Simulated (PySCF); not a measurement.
Simulated S 2p region for chlorothioborine (`S=BCl`), binding energy against the vacuum level.

Every computed line was given a Gaussian of 0.5 eV full width at half maximum and an area set by the number of equivalent atoms (split 2:1 within a doublet); the highest printed point is 100. Theory: delta-SCF UKS SCAN, pcX-2 on the ionised atom, pcseg-1 elsewhere, spin-free X2C in PySCF 2.14.0.

binding energy (eV), intensity and a bar:
```
    168.7          0 
    168.8          1 
    168.9          5 #
    169.0         14 ####
    169.1         33 ##########
    169.2         59 ##################
    169.3         86 ##########################
    169.4        100 ##############################
    169.5         93 ############################
    169.6         70 #####################
    169.7         42 ############
    169.8         20 ######
    169.9          8 ##
    170.0          3 #
    170.1          2 #
    170.2          6 ##
    170.3         14 ####
    170.4         26 ########
    170.5         40 ############
    170.6         49 ###############
    170.7         48 ##############
    170.8         38 ###########
    170.9         24 #######
    171.0         12 ####
    171.1          5 #
    171.2          2 
    171.3          0
```

Count the maxima, the lines and the sites behind this envelope.

The curve has 2 maxima (at 169.4 and 170.6 eV). Under it lie 2 lines from 1 inequivalent sulfur site, drawn as a 2p3/2, 2p1/2 pair.

Decompose the envelope and assign each component. Numbering: `[S:1]=[B:2][Cl:3]`.

```tsv
position (eV)	relative area	line	atoms	environment
169.42	0.67	S 2p3/2	S1	sulfur bonded to B
170.64	0.33	S 2p1/2	S1	sulfur bonded to B
```

What are the centre and the root-mean-square width of the whole band?

The area-weighted mean of the lines is 169.83 eV. Their own spread about it is 0.58 eV (rms) and each Gaussian has σ = 0.5/2.355 = 0.21 eV; the variances add, which gives 0.62 eV.

Shake-up satellites, vibrational structure and lifetime widths aren't simulated. The 2p values add to the ΔSCF energy of one spin-free hole a correction within the shell (spin–orbit coupling, ligand field). 2p1/2 minus 2p3/2 (ligand field included): S 1.23 eV. Geometry: PBE0-D3(BJ)/def2-SVP; no solvent, vibrations or thermal averaging.
